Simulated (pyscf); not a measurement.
PySCF, gas phase, ωB97X-D3(BJ)/def2-SVP geometries.

Task: For •HC=CH–C(Cl)(Cl)–Cl → Cl–C•(Cl)–Cl + HC≡CH, a bond scission (doublet surface; C–C broken, none formed), PBE/def2-TZVP gives ΔE‡ = 1.04 eV and ΔE = +0.79 eV (zero: the reactant's lowest minimum found). In which direction and how far do r²SCAN/def2-TZVP, M06-2X/def2-TZVP, ωB97M-D3(BJ)/def2-TZVP move these?

Result: r²SCAN: ΔE‡ = 1.16 eV, ΔE = +0.93 eV; M06-2X: ΔE‡ = 1.20 eV, ΔE = +0.86 eV; ωB97M-D3(BJ): ΔE‡ = 1.19 eV, ΔE = +0.82 eV. PBE's barrier lies under all of them, by 0.11 to 0.15 eV. Its reaction energy lies under all of them, by 0.03 to 0.14 eV. •HC=CH–C(Cl)(Cl)–Cl lies 1.66 eV over its isomer Cl–CH=CH–C•(Cl)–Cl, and others may lie lower still (electronic energy, ωB97M-D3(BJ)). This is the saddle that the search found; another between the same sides may lie lower.
